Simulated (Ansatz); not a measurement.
Two isomers of C3H3F2N: A = `FC1(F)CC=N1`, B = `FCC1(F)C=N1`.

Gas-phase electronic energies from Ansatz, PBE0-D4/def2-TZVP geometries. CCSD(T)/CBS adds triple-zeta CCSD(T) − MP2 to the extrapolated MP2 energy (def2 sets, frozen cores). Functionals use def2-TZVPP. B3LYP here is the variant with VWN-RPA as its local correlation; programs differ in this. Each species was taken in one conformer, which may not be the lowest.

A:

Z-matrix (Å, degrees):
```
C
F 1 1.339
C 1 1.541 2 116.1
N 1 1.466 2 112.8 3 -103.1
F 1 1.340 2 107.5 3 131.9
C 1 1.937 2 125.9 3 -57.5
H 3 1.091 1 115.3 2 -1.6
H 3 1.091 1 115.3 2 129.4
H 6 1.087 2 157.3 1 167.4
```

B:

```xyz
9

F    -0.698    1.781   -0.689
C     0.287    0.816   -0.708
C     0.149   -0.101    0.459
F     0.524    0.505    1.622
C    -0.668   -1.262    0.550
N     0.546   -1.518    0.339
H     0.199    0.244   -1.635
H     1.258    1.318   -0.673
H    -1.598   -1.783    0.734
```

**Question.** Which isomer does CCSD(T)/CBS put lower? Give the gap. (An estimate is asked.)

**Answer.** The calculation gave: A, by 96.2 kJ/mol.

**Question.** Give E(B) − E(A) in kJ/mol with r2SCAN-D4, PBE0-D4, MP2/def2-TZVPP, ωB97M-V, CCSD/def2-TZVPP, B2PLYP, B3LYP. (An estimate is asked.)

**Answer.** The calculation gave: r2SCAN-D4 93.5, PBE0-D4 98.0, MP2/def2-TZVPP 93.1, ωB97M-V 97.5, CCSD/def2-TZVPP 98.5, B2PLYP 90.4, B3LYP 87.6. None reverses the order clearly.

Largest T1 diagnostic: 0.012.

From PBE to PBE0 (25 % exact exchange), in def2-TZVPP and without D4, E(B) − E(A) moves by +7.1 kJ/mol. In def2-TZVPP, CCSD(T) changes the Hartree–Fock value by −3.1 kJ/mol (the triples alone add −0.4 kJ/mol) and MP2 by −8.0 kJ/mol.
